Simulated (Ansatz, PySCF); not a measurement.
Species: NF$_{3}$ (charge +1, doublet). 
Coordinates optimised at B3LYP-D3(BJ)/def2-TZVP (Ansatz, an electronic-structure program):
```
N
F 1 1.2869
F 1 1.2869 2 113.74
F 1 1.2869 2 113.74 3 -132.36
```
Charge +1, spin multiplicity 2.

Total electronic energies in hartree. Cores are frozen in the correlated levels unless marked. UHF or UKS for open shells. No spin-orbit coupling. Non-relativistic. CBS(X,Y): correlation extrapolated as X^-3; Hartree-Fock from the larger set. The bracket is a focal-point correction in the basis named.

```
level                                                     program  energy (Eh)
-------------------------------------------------  --------------  -----------
HF/cc-pVDZ                                                 Ansatz   -352.12886
HF-D4/def2-TZVPD                                    PySCF + dftd4   -352.28576
SVWN5/def2-TZVPD                                           Ansatz   -351.50780
PBE-D4/def2-TZVPD                                  Ansatz + dftd4   -353.48844
revPBE-D4/def2-TZVPD                               Ansatz + dftd4   -353.71275
B3LYP/def2-TZVPD                                           Ansatz   -353.79024
PBE0-D4/def2-TZVPD                                 Ansatz + dftd4   -353.46100
PBE0/def2-TZVPD                                            Ansatz   -353.46015
PW6B95/def2-TZVPD                                           PySCF   -354.16181
CAM-B3LYP/def2-TZVPD                                       Ansatz   -353.70437
LC-wPBE-D3(BJ)/def2-TZVPD                          Ansatz + dftd3   -353.60321
B2GP-PLYP-D3(BJ)/def2-TZVPD                        Ansatz + dftd3   -353.53528
B2PLYP-D3(BJ)/def2-TZVPD                           Ansatz + dftd3   -353.59762
B2PLYP/def2-TZVPD                                          Ansatz   -353.59682
RPA@PBE/cc-pVTZ                                            Ansatz   -353.60089
MP2/STO-3G                                                 Ansatz   -347.52552
SCS-MP2/6-31G                                              Ansatz   -352.41671
CCSD/6-31G                                                 Ansatz   -352.44135
CCSD/aug-cc-pVDZ                                           Ansatz   -352.93498
CCSD/cc-pwCVTZ                                             Ansatz   -353.21452
CCSD(T)/aug-cc-pVDZ                                        Ansatz   -352.96025
CCSD(T)/cc-pVDZ                                            Ansatz   -352.87657
RI-MP2/CBS(cc-pVTZ,cc-pVQZ)+[CCSD(T)-MP2]/cc-pVTZ          Ansatz    -353.3926
```

Totals of different functionals don't rank their quality; only differences between species are comparable.
